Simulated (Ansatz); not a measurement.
A made-up structure of AlBSiH2, closed shell:

| atom | x (Å) | y (Å) | z (Å) |
| --- | --- | --- | --- |
| B1 | 0.2926 | -0.0069 | 1.1254 |
| Si2 | -0.8501 | -1.3886 | 0.7846 |
| Al3 | -0.3164 | -0.0716 | -0.9897 |
| H4 | -0.1654 | 0.6189 | -2.4065 |
| H5 | -1.5653 | -2.2119 | 1.6941 |

It is relaxed with PBE-D4/def2-SVP and then PBE0-D4/def2-TZVP (Ansatz 0.2.0). Atoms count as bonded within 1.22 times the sum of their covalent radii (H–H: 0.88 Å). The end point is not checked to be a true minimum.

Q: Does its bonding change? (Judge from chemistry; the calculation decides.)

A: Computed: No: no bond forms or breaks.

Where it ends: The first stage lowers the energy by 0.92 eV in 6 steps. It ends as AlBSiH₂ ([B]1[AlH][SiH]1):
```xyz
5
angstrom
B 0.3742 0.0407 0.9972
Si -0.8517 -1.2914 0.9922
Al -0.1406 0.1175 -0.8979
H -0.2937 0.4668 -2.4330
H -1.6929 -2.3938 1.5494
```

Labels in which every atom is bracketed show which atoms are joined, not bond orders.

For scale, one of the runs: PBE0-D4/def2-TZVP relaxation, 117 basis functions, launched by `ansatz run in.yaml --threads 2 --pin off --events-out ev --progress --plain --max-ram 4352MiB`. Hardware: 2 CPU threads of an Arm Neoverse V1, shared host. Wall time about 9.5 s.
